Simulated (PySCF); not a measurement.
Ionisation energy of B by level of theory

B [He] 2s2 2p1 [2p1/2^1, M_J = 1/2] → B⁺ [He] 2s2, as a difference of total energies. All numbers are calculated (PySCF 2.14, the two-component X2C-1e Hamiltonian, in x2c-TZVPPall-2c). Correlated levels: 1s2 frozen. "Screened" scales the spin-orbit matrix elements by Boettger's factors to mimic the two-electron term; Breit and QED terms are absent.

```json
{"method": "GHF (spin-free)", "ionisation energy (eV)": "8.071"}
{"method": "GMP2 (spin-free)", "ionisation energy (eV)": "8.251"}
{"method": "GHF (screened spin-orbit)", "ionisation energy (eV)": "8.072"}
{"method": "GMP2 (screened spin-orbit)", "ionisation energy (eV)": "8.253"}
```

Q: How much does correlation contribute at GMP2 (screened spin-orbit)?

A: 8.253 − (8.072) = 0.181 eV, measured against GHF (screened spin-orbit).

Errors of the correlated levels include the incompleteness of this basis and the frozen core.

The determinant of B mixes levels of different J (the jj label is only the starting occupation), so the difference between spin-free and spin-orbit rows is not the physical spin-orbit shift.

For comparison: 8.298 eV (measured; NIST Atomic Spectra Database, ionization energies).
